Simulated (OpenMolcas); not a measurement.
**[BH3]− (SMILES [BH3-]): levels of theory compared**

Aim: a comparison of 6 runs (UHF/STO-3G, UHF/3-21G, UHF/pcseg-1, U-r2SCAN/6-31G, UB3LYP/6-31G*, UPBE0/def2-SVP) of [BH3]−. 

The results are computed with OpenMolcas 26.06.

7 further runs of the same task are left out: 2 that didn't finish, 5 set aside as unsound or not needed.

## 1. The system as given

The species is [BH3]− (4 atoms), meant as a doublet with charge -1. As SMILES, `[BH3-]`. The shape is that of a GFN2-xTB optimisation.

Bond lengths: B1–H2 1.254 Å, B1–H3 1.254 Å, B1–H4 1.254 Å. Angles: H2–B1–H3 111.5°, H2–B1–H4 111.5°, H3–B1–H4 111.5°.

## 2. Energy and forces at UHF/STO-3G (run 1)

The input, coord.xyz:

```xyz
4

B      0.150430    -0.037330    -0.233800
H      0.917080     0.452560     0.628490
H     -0.279230    -1.161080     0.118390
H     -0.788270     0.745860    -0.513080
```

The input, mol.input:

```
&GATEWAY
 BASLIB = $CurrDir
 COORD = coord.xyz
 BASIS = STO-3G
 GROUP = NoSym

&SEWARD

&SCF
 UHF
 CHARGE = -1
 SPIN = 2
 THRESHOLDS = 1e-10 1e-07 1e-07 1e-05
 PRORBITALS = 0

&ALASKA
```

The basis set STO-3G is read from a file made from the Basis Set Exchange's data (not shown).

Run with:

```bash
export MOLCAS_MEM=1860
pymolcas mol.input > mol.log
```

Standard output:

```text
--- Start Module: gateway ---
[...]
--- Stop Module: gateway /rc=_RC_ALL_IS_WELL_ ---
[...]
      Basis functions            8
[...]
--- Start Module: scf ---
[...]
       Convergence after  14 Iterations
[...]
::    Total SCF energy                                -25.8645771207
[...]
      Total spin, S                                     0.5037207238
[...]
      Total electronic charge=    9.000000
      Total            charge=   -1.000000
[...]
      Dipole Moment (debye):
      Origin of the operator (angstrom)=    0.1072   -0.0266   -0.1666
                   X=  2.7154E-01               Y= -6.7259E-02               Z= -4.2002E-01           Total=  5.0465E-01
      Center of Charge (angstrom)
[...]
--- Stop Module: scf /rc=_RC_ALL_IS_WELL_ ---
[...]
--- Start Module: alaska ---
[...]
 *              Molecular gradients               *
 **************************************************
  Irreducible representation: a
 ------------------------------------------------------------------------------------------
                              X                       Y                       Z
 ------------------------------------------------------------------------------------------
  B1                1.98695820190604E-02   -4.91859817875831E-03   -3.05007454429149E-02
  H2                2.25410885209969E-02    1.48368603719695E-02    2.67343425987516E-02
  H3               -1.34947741462718E-02   -3.36401584887676E-02    1.13930162417649E-02
  H4               -2.89158963937854E-02    2.37218962955559E-02   -7.62661339760240E-03
 ------------------------------------------------------------------------------------------
--- Stop Module: alaska /rc=_RC_ALL_IS_WELL_ ---
[...]
```

Run time: 3 s. Hardware: 1 thread of Arm Neoverse N1, shared host; peak memory 0.37 GiB.

## 3. Energy and gradient at UHF/3-21G (run 2)

The input, input.xyz:

```xyz
4

B      0.150430    -0.037330    -0.233800
H      0.917080     0.452560     0.628490
H     -0.279230    -1.161080     0.118390
H     -0.788270     0.745860    -0.513080
```

The input, job.input:

```
* BH3 Hartree-Fock
>>> EXPORT MOLCAS_PRINT=2

&GATEWAY
 BasLib=$CurrDir
 Coord=input.xyz
 Basis=3-21G
 Group=NoSym

&SEWARD

&SCF
 UHF
 Charge=-1
 Spin=2
 Thresholds=1e-10 1e-07 1e-07 1e-05
 PrOrbitals=0

&ALASKA
```

The basis set 3-21G is read from a file made from the Basis Set Exchange's data (not shown).

Run with:

```bash
export MOLCAS_MEM=1860
pymolcas job.input > job.log
```

Standard output:

```text
--- Start Module: gateway ---
[...]
--- Stop Module: gateway /rc=_RC_ALL_IS_WELL_ ---
[...]
      Basis functions           15
[...]
--- Start Module: scf ---
[...]
       Convergence after  15 Iterations
[...]
::    Total SCF energy                                -26.1842571873
[...]
      Total spin, S                                     0.5044662727
[...]
      Total electronic charge=    9.000000
      Total            charge=   -1.000000
[...]
      Dipole Moment (debye):
      Origin of the operator (angstrom)=    0.1072   -0.0266   -0.1666
                   X= -2.4622E-02               Y=  6.0870E-03               Z=  4.1079E-02           Total=  4.8278E-02
      Center of Charge (angstrom)
[...]
--- Stop Module: scf /rc=_RC_ALL_IS_WELL_ ---
[...]
--- Start Module: alaska ---
[...]
 *              Molecular gradients               *
 **************************************************
  Irreducible representation: a
 ------------------------------------------------------------------------------------------
                              X                       Y                       Z
 ------------------------------------------------------------------------------------------
  B1                1.08305216594750E-02   -2.69921284215890E-03   -1.65563656131352E-02
  H2                9.17301216815769E-04    2.89895618431080E-03    8.07480888048873E-03
  H3               -4.64650474057415E-03   -4.51983892914232E-03    5.71441996186822E-03
  H4               -7.10131813571580E-03    4.32009558698976E-03    2.76713677077906E-03
 ------------------------------------------------------------------------------------------
--- Stop Module: alaska /rc=_RC_ALL_IS_WELL_ ---
[...]
```

It took 3 s on 1 thread of Arm Neoverse N1, shared host; peak memory 0.37 GiB.

Runs 3 to 5 aren't shown in full; the table further down has their settings and results.

## 4. Energy and gradient at UPBE0/def2-SVP (run 6)

The input, calc.input:

```
&GATEWAY
 BasLib = $CurrDir
 Coord
 4
 angstrom
 B        0.150430      -0.037330      -0.233800
 H        0.917080       0.452560       0.628490
 H       -0.279230      -1.161080       0.118390
 H       -0.788270       0.745860      -0.513080
 Basis = def2-SVP
 Group = NoSym

&SEWARD
 GridInput
 Grid=UltraFine
 End of Grid

&SCF
 UHF
 Charge = -1
 Spin = 2
 KSDFT = PBE0
 Thresholds = 1e-10 1e-07 1e-07 1e-05
 PrOrbitals = 1 1

&ALASKA
```

The basis set def2-SVP is read from a file made from the Basis Set Exchange's data (not shown).

Run with:

```bash
export MOLCAS_MEM=1860
pymolcas calc.input > calc.log
```

Standard output:

```text
--- Start Module: gateway ---
[...]
--- Stop Module: gateway /rc=_RC_ALL_IS_WELL_ ---
[...]
      Basis functions           29
[...]
--- Start Module: scf ---
[...]
       Convergence after  15 Iterations
[...]
::    Total KS-DFT energy                             -26.5195975478
[...]
      Total spin, S                                     0.5015213998
[...]
      Total electronic charge=    9.000000
      Total            charge=   -1.000000
[...]
      Dipole Moment (debye):
      Origin of the operator (angstrom)=    0.1072   -0.0266   -0.1666
                   X= -2.3121E-01               Y=  5.7398E-02               Z=  3.6253E-01           Total=  4.3380E-01
      Center of Charge (angstrom)
[...]
--- Stop Module: scf /rc=_RC_ALL_IS_WELL_ ---
[...]
--- Start Module: alaska ---
[...]
 *              Molecular gradients               *
 **************************************************
  Irreducible representation: a
 ------------------------------------------------------------------------------------------
                              X                       Y                       Z
 ------------------------------------------------------------------------------------------
  B1                9.71797953527054E-03   -2.43434636848475E-03   -1.48342443253373E-02
  H2               -1.99705614856560E-03    1.31661929455473E-03    5.63210409494197E-03
  H3               -3.49394032595191E-03   -6.35625060286804E-04    5.00496259166999E-03
  H4               -4.22698306075264E-03    1.75335213421757E-03    4.19717763872529E-03
 ------------------------------------------------------------------------------------------
--- Stop Module: alaska /rc=_RC_ALL_IS_WELL_ ---
[...]
```

It took 15 s on 1 thread of Arm Neoverse N1, shared host; peak memory 0.37 GiB.

## 5. Overview of the runs

```tsv
run	level	task	integration grid	energy (Eh)	HOMO energy (eV)	LUMO energy (eV)	⟨S²⟩	wall time
1	UHF/STO-3G	gradient	–	-25.864577	3.18	19.88	0.757	3 s
2	UHF/3-21G	gradient	–	-26.184257	-0.34	11.17	0.759	3 s
3	UHF/pcseg-1	gradient	–	-26.341350	-0.70	9.45	0.756	3.6 s
4	U-r2SCAN/6-31G	energy	UltraFine	-26.541232	3.56	6.91	0.755	12 s
5	UB3LYP/6-31G* (spherical functions)	gradient	UltraFine	-26.573782	3.20	7.03	0.752	13 s
6	UPBE0/def2-SVP	gradient	UltraFine	-26.519598	2.14	6.28	0.753	15 s
```

## 6. Results

| quantity | value |
| --- | --- |
| run 6: total energy | -26.51960 Eh |
| run 6: HOMO energy (highest over α and β) | 2.14 eV |
| run 6: LUMO energy (lowest over α and β) | 6.28 eV |
| run 6: ⟨S²⟩ | 0.753 |
| run 6: largest force on an atom | 0.920 eV/Å |

What this shows: Totals of different functionals can't be ranked against each other. In runs 1, 4, 5, 6 the HOMO lies above zero, so the outermost electron may be held by the basis alone. In run 1 the basis is minimal, so the values are rough. All runs together took 49 s, the longest 15 s.
